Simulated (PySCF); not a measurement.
thiophene cation (C4H4S), SMILES c1ccsc1 (connectivity only; charge and spin as stated), charge +1, multiplicity 2. The structure is a stationary point at B3LYP-D3(BJ)/def2-SVP. The multiplicity is an assumed one; other spin states were not compared.

Computed with PySCF with B3LYP-D3(BJ)/def2-SVP.

Harmonic wavenumbers (cm⁻¹): 368, 470, 498, 620, 712, 817, 843, 855, 881, 983, 1002, 1070, 1117, 1236, 1354, 1364, 1530, 3220, 3225, 3231, 3241. Rotational constants (GHz): 8.252, 5.050, 3.133; symmetry number 2.

Question: Work out the zero-point energy and the ideal-gas rigid-rotor harmonic-oscillator thermochemistry at 298.15 K and 1 atm.

Answer: ZPE = ½ Σ hcν = ½ × 28636 cm⁻¹ = 40.94 kcal/mol. H − E(el) = 44.25 kcal/mol. Entropy in cal/(mol K): translation 39.20, rotation 23.94, vibration 4.29, spin 1.38, total 68.81. G − E(el) = 23.73 kcal/mol. Cp = 17.99 cal/(mol K).
